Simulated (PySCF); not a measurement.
## CN₂ + 2 Cl₂ → CCl₄ + N₂

Level: B3LYP in the def2-TZVP basis family, all electrons, no relativity, computed in PySCF with density fitting; open shells unrestricted.

```json
{"species": "CN₂", "state and structure": "triplet, D∞h, C–N 1.224 Å (×2)", "E (Eh)": "-147.54960", "ZPE (kJ/mol)": "22.4", "H(298 K) − H(0) (kJ/mol)": "10.1", "S° (J/(mol K))": "225.3"}
{"species": "Cl₂", "state and structure": "singlet, D∞h, Cl–Cl 2.014 Å", "E (Eh)": "-920.42200", "ZPE (kJ/mol)": "3.2", "H(298 K) − H(0) (kJ/mol)": "9.2", "S° (J/(mol K))": "223.0"}
{"species": "CCl₄", "state and structure": "singlet, Td, C–Cl 1.781 Å (×4)", "E (Eh)": "-1879.00043", "ZPE (kJ/mol)": "24.1", "H(298 K) − H(0) (kJ/mol)": "17.4", "S° (J/(mol K))": "310.7"}
{"species": "N₂", "state and structure": "singlet, D∞h, N–N 1.091 Å", "E (Eh)": "-109.57326", "ZPE (kJ/mol)": "14.7", "H(298 K) − H(0) (kJ/mol)": "8.7", "S° (J/(mol K))": "191.5"}
```

What is the electronic reaction energy?

At B3LYP/def2-TZVP, ΔE = -472.8 kJ/mol from the differences of the total energies times 2625.5, downhill. Chlorination of this kind underlies dry etching.

Add zero-point, thermal and entropy terms for 298.15 K and 1 bar.

ΔZPE = 10.0 and Δ[H(298) − H(0)] = -2.4 kJ/mol give ΔH° = -465.2 kJ/mol. ΔS° = -169.1 J/(mol K), so ΔG° = -465.2 − 298.15 × (-0.1691) = -415 kJ/mol. ΔG° would change sign near 2750 K if ΔH° and ΔS° stayed fixed.

Only the bonding shown was studied: isomers, or loss of a ligand pair, can lie lower.
